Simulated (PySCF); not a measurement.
# One shape, several levels: NaCl (SMILES [Na][Cl])

We compute a comparison of 5 runs (HF/def2-SVP, PBE0/def2-SVP, B3LYP/6-31G*, M06-2X/cc-pVTZ, CCSD(T)/def2-SVP) of NaCl. Input form: a Python script.

The calculation is run with PySCF 2.14.0.

## Step 1: The molecule

NaCl has 2 atoms, charge 0, and is taken as a singlet. As SMILES, `[Na][Cl]`. The shape is that of a PBE0-D4/def2-TZVP optimisation.

Bond lengths: Na1–Cl2 2.358 Å.

## Step 2: Energy and gradient at HF/def2-SVP (run 1)

Input file run.py:

```python
import pyscf.grad
from pyscf import gto

system = gto.Mole()
system.atom = [
    ('Na', (-0.989600, 0.304100, -0.517000)),
    ('Cl', (1.019100, -0.364200, 0.521000)),
]
system.basis = 'def2-svp'
system.verbose = 3
system.charge = 0
system.max_memory = 1860
system.build()

mf = system.RHF()
mf.conv_tol = 1e-10
mf.kernel()
if not mf.converged:
    mf = mf.newton().run(mf.mo_coeff, mf.mo_occ)

etot = mf.e_tot
print('Final energy', etot)
grad = mf.Gradients().kernel()
mf.analyze()
```

Started as:

```sh
$ OMP_NUM_THREADS=1 python run.py
```

Output:

```text
converged SCF energy = -621.222351916919
Final energy -621.2223519169191
--------------- RHF gradients ---------------
         x                y                z
0 Na     0.0001421975    -0.0000473095     0.0000734809
1 Cl    -0.0001421975     0.0000473095    -0.0000734809
----------------------------------------------
**** MO energy ****
MO #1   energy= -104.645904056811  occ= 2
MO #2   energy= -40.4992495678333  occ= 2
MO #3   energy= -10.4065397445166  occ= 2
MO #4   energy= -7.88049853594423  occ= 2
MO #5   energy= -7.87983493430774  occ= 2
MO #6   energy= -7.87983493430772  occ= 2
MO #7   energy= -2.82402165603791  occ= 2
MO #8   energy= -1.54805416214297  occ= 2
MO #9   energy= -1.54805416214296  occ= 2
MO #10  energy= -1.54691675236808  occ= 2
MO #11  energy= -0.922600158189617 occ= 2
MO #12  energy= -0.354087987840981 occ= 2
MO #13  energy= -0.338073544120983 occ= 2
MO #14  energy= -0.338073544120978 occ= 2
MO #15  energy= -0.00946431815058935 occ= 0
MO #16  energy= 0.0849249978030881 occ= 0
MO #17  energy= 0.0849249978030943 occ= 0
MO #18  energy= 0.118143921957792  occ= 0
MO #19  energy= 0.179575069575257  occ= 0
MO #20  energy= 0.342147995090384  occ= 0
MO #21  energy= 0.342147995090387  occ= 0
MO #22  energy= 0.379514085987981  occ= 0
MO #23  energy= 0.379514085987983  occ= 0
MO #24  energy= 0.433263567409134  occ= 0
MO #25  energy= 0.934051945997242  occ= 0
MO #26  energy= 1.1679002137988    occ= 0
MO #27  energy= 1.17646268839975   occ= 0
MO #28  energy= 1.17646268839977   occ= 0
MO #29  energy= 1.18836614735224   occ= 0
MO #30  energy= 1.18836614735224   occ= 0
MO #31  energy= 1.33840054214808   occ= 0
MO #32  energy= 1.3384005421481    occ= 0
MO #33  energy= 1.34189288641196   occ= 0
 ** Mulliken atomic charges  **
charge of    0Na =      0.80050
charge of    1Cl =     -0.80050
Dipole moment(X, Y, Z, Debye): -7.59946,  2.52836, -3.92703
```

Wall time 1.2 s (1 thread of Intel Xeon at 2.70GHz, shared host); peak memory 0.12 GiB.

## Step 3: Energy and forces at PBE0/def2-SVP (run 2)

Input file input.py:

```python
import pyscf.grad
from pyscf import gto, dft

molecule = gto.M(
    atom='''
Na    -1.870073     0.574666    -0.976988
Cl     1.925820    -0.688238     0.984547
''',
    verbose=3,
    basis='def2-svp',
    spin=0,
    max_memory=1860,
    charge=0,
    unit='bohr',
)

mf = dft.RKS(molecule)
mf.xc = 'pbe0'
mf.conv_tol = 1e-10
mf.grids.level = 5
mf.kernel()
if not mf.converged:
    mf = mf.newton().run(mf.mo_coeff, mf.mo_occ)

e_final = mf.e_tot
print('E(%s) = %.9f' % ('PBE0', e_final))
grad = mf.Gradients().kernel()
mf.analyze()
```

Started as:

```sh
$ OMP_NUM_THREADS=1 python input.py
```

Output:

```text
converged SCF energy = -622.101153702051
E(PBE0) = -622.101153702
--------------- RKS gradients ---------------
         x                y                z
0 Na    -0.0023622472     0.0007859263    -0.0012206610
1 Cl     0.0023672094    -0.0007899836     0.0012224319
----------------------------------------------
**** MO energy ****
MO #1   energy= -101.545726949933  occ= 2
MO #2   energy= -38.5901754777018  occ= 2
MO #3   energy= -9.39493135707262  occ= 2
MO #4   energy= -7.13115605571536  occ= 2
MO #5   energy= -7.12949850287615  occ= 2
MO #6   energy= -7.12949636203656  occ= 2
MO #7   energy= -2.28802269966496  occ= 2
MO #8   energy= -1.2011559578221   occ= 2
MO #9   energy= -1.20115595047629  occ= 2
MO #10  energy= -1.19950486869924  occ= 2
MO #11  energy= -0.689989082538092 occ= 2
MO #12  energy= -0.242004393396863 occ= 2
MO #13  energy= -0.224445217518355 occ= 2
MO #14  energy= -0.224444821243324 occ= 2
MO #15  energy= -0.0594369400212529 occ= 0
MO #16  energy= 0.0282133691152174 occ= 0
MO #17  energy= 0.0282133791723373 occ= 0
MO #18  energy= 0.061055311730259  occ= 0
MO #19  energy= 0.0960474358813286 occ= 0
MO #20  energy= 0.260140534144028  occ= 0
MO #21  energy= 0.260140556310814  occ= 0
MO #22  energy= 0.27939232632024   occ= 0
MO #23  energy= 0.279392330194697  occ= 0
MO #24  energy= 0.343484636580405  occ= 0
MO #25  energy= 0.738986048424691  occ= 0
MO #26  energy= 0.905498392310203  occ= 0
MO #27  energy= 0.913268882612936  occ= 0
MO #28  energy= 0.91326911850334   occ= 0
MO #29  energy= 0.926024885449924  occ= 0
MO #30  energy= 0.92602526388831   occ= 0
MO #31  energy= 1.08011340154721   occ= 0
MO #32  energy= 1.08012145256173   occ= 0
MO #33  energy= 1.08012170080251   occ= 0
 ** Mulliken atomic charges  **
charge of    0Na =      0.75036
charge of    1Cl =     -0.75036
Dipole moment(X, Y, Z, Debye): -7.05650,  2.34772, -3.64646
```

It took 4.2 s on 1 thread of Intel Xeon at 2.70GHz, shared host; peak memory 0.38 GiB.

Run 3 isn't shown in full; the table further down has it.

## Step 4: Energy and forces at M06-2X/cc-pVTZ (run 4)

Input file input.py:

```python
# [Na][Cl]
from pyscf import gto, dft

molecule = gto.M(
    atom='''
Na      -0.989600       0.304100      -0.517000
Cl       1.019100      -0.364200       0.521000
''',
    max_memory=1860,
    verbose=4,
    basis='cc-pvtz',
    charge=0,
)

ks = dft.RKS(molecule)
ks.xc = 'm06-2x'
ks.conv_tol = 1e-10
ks.grids.level = 5
ks.kernel()
if not ks.converged:
    ks = ks.newton().run(ks.mo_coeff, ks.mo_occ)

e_tot = ks.e_tot
print('E = %.10f Eh' % e_tot)
grad = ks.nuc_grad_method().kernel()
dip = ks.dip_moment()
pop, q = ks.mulliken_pop()
```

Started as:

```sh
$ OMP_NUM_THREADS=1 python input.py
```

Output:

```text
PySCF version 2.14.0

[INPUT] num. atoms = 2
[INPUT] num. electrons = 28
[INPUT] charge = 0
[INPUT] spin (= nelec alpha-beta = 2S) = 0
[INPUT] symmetry False subgroup None
[INPUT] Mole.unit = angstrom
[INPUT] Symbol           X                Y                Z      unit          X                Y                Z       unit  Magmom
[INPUT]  1 Na    -0.989600000000   0.304100000000  -0.517000000000 AA   -1.870072972870   0.574665714480  -0.976988406400 Bohr   0.0
[INPUT]  2 Cl     1.019100000000  -0.364200000000   0.521000000000 AA    1.925819893544  -0.688238254567   0.984547310898 Bohr   0.0

nuclear repulsion = 41.9707342851655
number of shells = 18
number of NR pGTOs = 122
number of NR cGTOs = 68
basis = cc-pvtz
ecp = {}

[... 52 lines left out ...]
converged SCF energy = -622.549803957073
[... 10 lines left out ...]
Dipole moment(X, Y, Z, Debye): -7.55500,  2.51361, -3.90399
[... 71 lines left out ...]
charge of    1Cl =     -0.46084
```

Wall time 13 s (1 thread of Intel Xeon at 2.70GHz, shared host); peak memory 0.66 GiB.

## Step 5: A single-point energy at CCSD(T)/def2-SVP (run 5)

Input file run.py:

```python
# [Na][Cl]
from pyscf import gto, scf, cc

system = gto.Mole()
system.atom = 'Na -0.989600 0.304100 -0.517000; Cl 1.019100 -0.364200 0.521000'
system.spin = 0
system.basis = 'def2-svp'
system.max_memory = 1860
system.verbose = 4
system.build()

mf = scf.RHF(system)
mf.conv_tol = 1e-10
mf.kernel()
if not mf.converged:
    mf = mf.newton().run(mf.mo_coeff, mf.mo_occ)

mycc = cc.CCSD(mf, frozen=6)
mycc.kernel()
e_t = mycc.ccsd_t()
e_tot = mycc.e_tot + e_t
print('E(%s) = %.9f' % ('CCSD(T)', e_tot))
mf.analyze()
```

Started as:

```sh
$ OMP_NUM_THREADS=1 python run.py
```

Output:

```text
PySCF version 2.14.0

[INPUT] num. atoms = 2
[INPUT] num. electrons = 28
[INPUT] charge = 0
[INPUT] spin (= nelec alpha-beta = 2S) = 0
[INPUT] symmetry False subgroup None
[INPUT] Mole.unit = angstrom
[INPUT] Symbol           X                Y                Z      unit          X                Y                Z       unit  Magmom
[INPUT]  1 Na    -0.989600000000   0.304100000000  -0.517000000000 AA   -1.870072972870   0.574665714480  -0.976988406400 Bohr   0.0
[INPUT]  2 Cl     1.019100000000  -0.364200000000   0.521000000000 AA    1.925819893544  -0.688238254567   0.984547310898 Bohr   0.0

nuclear repulsion = 41.9707342851655
number of shells = 15
number of NR pGTOs = 69
number of NR cGTOs = 33
basis = def2-svp
ecp = {}

[... 50 lines left out ...]
Init t2, MP2 energy = -621.360980944891  E_corr(MP2) -0.1386290279723
[... 20 lines left out ...]
Two-electron Energy =                  285.969600081198337
[... 6 lines left out ...]
MO #3   energy= -10.4065397445166  occ= 2
[... 4 lines left out ...]
MO #8   energy= -1.54805416214297  occ= 2
[... 4 lines left out ...]
MO #13  energy= -0.338073544120983 occ= 2
[... 4 lines left out ...]
MO #18  energy= 0.118143921957792  occ= 0
[... 4 lines left out ...]
MO #23  energy= 0.379514085987983  occ= 0
[... 4 lines left out ...]
MO #28  energy= 1.17646268839977   occ= 0
[... 4 lines left out ...]
MO #33  energy= 1.34189288641196   occ= 0
[... 38 lines left out ...]
Dipole moment(X, Y, Z, Debye): -7.59946,  2.52836, -3.92703
```

Wall time 1.4 s (1 thread of Intel Xeon at 2.70GHz, shared host); peak memory 0.12 GiB.

## Step 6: Overview of the runs

| run | level | integration grid | task | energy (Eh) | dipole moment (D) of the reference | HOMO energy (eV) | LUMO energy (eV) | wall time |
| --- | --- | --- | --- | --- | --- | --- | --- | --- |
| 1 | HF/def2-SVP | – | gradient | -621.222352 | 8.92 | -9.20 | -0.26 | 1.2 s |
| 2 | PBE0/def2-SVP | 5 | gradient | -622.101154 | 8.28 | -6.11 | -1.62 | 4.2 s |
| 3 | B3LYP/6-31G* (spherical functions) | 5 | gradient | -622.556958 | 8.60 | -6.11 | -2.06 | 4.5 s |
| 4 | M06-2X/cc-pVTZ | 5 | gradient | -622.549804 | 8.87 | -7.74 | -1.64 | 13 s |
| 5 | CCSD(T)/def2-SVP | – | energy | -621.375115 | 8.92 | -9.20 | -0.26 | 1.4 s |

## Step 7: Results

| quantity | value |
| --- | --- |
| run 5: total energy | -621.37512 Eh |
| run 5: dipole moment (Hartree–Fock density) | 8.92 D |
| run 5: HOMO energy (Hartree–Fock orbitals) | -9.20 eV |
| run 5: LUMO energy (Hartree–Fock orbitals) | -0.26 eV |
| run 5: HOMO–LUMO gap (Hartree–Fock orbitals) | 8.94 eV |
| run 5: correlation energy (6 core orbitals frozen) | -152.8 mEh |
| run 5: (T) correction | -2.10 mEh |
| run 5: T1 diagnostic | 0.007 |

Over runs 1, 2, 3, 4 the dipole moment (its size) runs from 8.28 D (PBE0/def2-SVP) to 8.92 D (HF/def2-SVP). Over runs 1, 2, 3, 4 the HOMO–LUMO gap runs from 4.05 eV (B3LYP/6-31G*) to 8.94 eV (HF/def2-SVP). The two ends differ in method and basis. Totals of different functionals can't be ranked against each other. All runs together took 25 s, the longest 13 s.
